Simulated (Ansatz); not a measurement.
**Worked example: the interaction energy**

The pair of HF (SMILES F, atoms 1–2) and C₂H₄ (SMILES C=C, atoms 3–8), both closed shells, in one local arrangement (a lower one may exist), relaxed at PBE0-D4/def2-TZVP:

F1  (-1.059, -0.356, -2.112)
H2  (-0.647, -0.215, -1.287)
C3  (-0.154, -0.313, 0.852)
C4  (0.720, 0.503, 0.276)
H5  (0.034, -1.378, 0.939)
H6  (-1.087, 0.054, 1.266)
H7  (0.536, 1.569, 0.197)
H8  (1.657, 0.137, -0.131)
(Å)

Both fragments are computed in the basis of the whole pair.

Ansatz 0.2.0; basis: def2-TZVPPD and def2-QZVPPD; cores frozen in the correlated methods.

Energies in eV:

| quantity | pair | first fragment | second fragment |
| --- | --- | --- | --- |
| Hartree–Fock, triple zeta (X = 3) | -4847.33238 | -2722.91845 | -2124.29922 |
| Hartree–Fock, quadruple zeta (X = 4) | -4847.53839 | -2723.02728 | -2124.39741 |
| MP2 correlation, X = 3 | -16.67755 | -7.46147 | -9.13953 |
| MP2 correlation, X = 4 | -17.88536 | -8.11649 | -9.68212 |
| CCSD(T) correlation, X = 3 | -17.97974 | -7.70065 | -10.21468 |

(1) Work out the interaction energy at the basis limit: extrapolate Hartree–Fock as E(X) = E∞ + A exp(−7.88 √X) and the MP2 correlation as E(X) = E∞ + B X^−2.97 (the exponents that Neese and Valeev fitted for def2-TZVPP and QZVPP, reused here for the diffuse sets), then add CCSD(T) − MP2 in triple zeta.

No T1 diagnostic of these runs exceeds 0.011.

Results:

(1) Each step is linear, so take the differences first (pair − first fragment − second fragment): Hartree–Fock -0.11471 (X = 3) and -0.11370 (X = 4); MP2 correlation -0.07655 and -0.08675; CCSD(T) correlation -0.06441.
Two points give E∞ = E(4) + w [E(4) − E(3)], with w = 1/(exp(7.88 (2 − √3)) − 1) = 0.1377 for Hartree–Fock and w = 1/((4/3)^2.97 − 1) = 0.7407 for the correlation.
Hartree–Fock: -0.11370 + 0.1377 × 0.00101 = -0.1136 eV.
MP2 correlation: -0.08675 + 0.7407 × (-0.01020) = -0.0943 eV.
CCSD(T) − MP2: -0.06441 − (-0.07655) = 0.0121 eV.
Sum: -0.1136 + (-0.0943) + 0.0121 = -0.1958 eV, or -4.52 kcal/mol. Plain CCSD(T) in triple zeta gives -0.1791 eV, so the larger basis shifts the result by -0.0167 eV.

For scale, one of the runs: CCSD(T)/def2-TZVPPD, 199 basis functions, launched by `ansatz run in.yaml --threads 2 --pin off --events-out ev --progress --plain --max-ram 5222MiB`. Hardware: 2 CPU threads, shared host. Wall time 81 s; peak host memory 2.5 GiB.
